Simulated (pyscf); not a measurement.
**Four-centre exchange: HO–Bi(OH)–OH + hydrogen fluoride (HF) → HO–Bi(OH)–F + water (H₂O)**

Gas phase, singlet surface, charge 0. Bonds broken: Bi1–O2, F8–H9. Bonds formed: Bi1–F8, O2–H9. Single points on ωB97X-D3(BJ)/def2-SVP structures (PySCF, gas phase).

Transition state (Å):

```xyz
9

Bi    -1.5349     0.5881     1.2695
O     -0.2819     1.4611    -0.4022
O     -0.1639    -0.8735     1.7540
O     -2.4107    -0.7854    -0.0163
H      0.1069     0.7957    -0.9865
H      0.6158    -0.3887     2.0680
H     -1.8482    -1.5713    -0.0781
F      0.5361     1.7718     1.6973
H      0.3849     1.7257     0.4842
```

One imaginary mode, 351i cm⁻¹; descent along it reached the two sides named, in the forms told below.

| bond | change | reactant side (Å) | saddle | product side |
|---|---|---|---|---|
| Bi1–O2 | breaks | 2.145 | 2.264 | 2.6 |
| F8–H9 | breaks | 0.982 | 1.223 | 2.064 |
| Bi1–F8 | forms | 2.8 | 2.423 | 2.062 |
| O2–H9 | forms | 1.509 | 1.140 | 0.972 |

Electronic energies relative to the separated reactants (eV):

| level | barrier | reaction energy | reverse barrier |
|---|---|---|---|
| ωB97X-D3(BJ)/def2-TZVP | -0.41 | -0.43 | 0.01 |
| PBE/def2-TZVP | -0.51 | -0.46 | -0.05 |
| r²SCAN/def2-TZVP | -0.52 | -0.46 | -0.06 |
| B3LYP-D3(BJ)/def2-TZVP | -0.43 | -0.45 | 0.02 |
| PBE0-D3(BJ)/def2-TZVP | -0.44 | -0.42 | -0.02 |
| M06-2X/def2-TZVP | -0.45 | -0.41 | -0.03 |
| ωB97M-D3(BJ)/def2-TZVP | -0.38 | -0.45 | 0.07 |
| HF/def2-TZVP | 0.15 | -0.50 | 0.65 |

With ωB97M-D3(BJ)/def2-TZVP energies and thermal terms (ideal gas, 1 atm, RRHO with modes under 100 cm⁻¹ raised to 100, one conformer, R ln 2 for chiral ones without a mode under 150 cm⁻¹), in eV:

```
T (K)    ΔH‡   ΔG‡     ΔH     ΔG
-----  -----  ----  -----  -----
298    -0.38  0.07  -0.43  -0.49
600    -0.41  0.55  -0.45  -0.54
900    -0.41  1.04  -0.47  -0.59
1200   -0.40  1.52  -0.49  -0.62
```

On the reactant side the descent ends in a bound adduct, 0.61 eV under the separated species and 0.19 eV under the saddle at ωB97X-D3(BJ)/def2-TZVP. On the product side the descent ends in a bound adduct, 0.58 eV under the separated species and 0.60 eV under the saddle at ωB97X-D3(BJ)/def2-TZVP. At ωB97X-D3(BJ)/def2-TZVP, PBE, r²SCAN, B3LYP-D3(BJ), PBE0-D3(BJ), M06-2X, ωB97M-D3(BJ) the saddle lies under the separated reactants, which points to a path from their complex (located at ωB97X-D3(BJ) alone). At PBE, r²SCAN, PBE0-D3(BJ), M06-2X the saddle lies under the separated products, which points to a path from their complex (located at ωB97X-D3(BJ) alone). This is the saddle that the search found; another between the same sides may lie lower. Elements past Kr carry the def2 core potentials, without spin-orbit coupling.
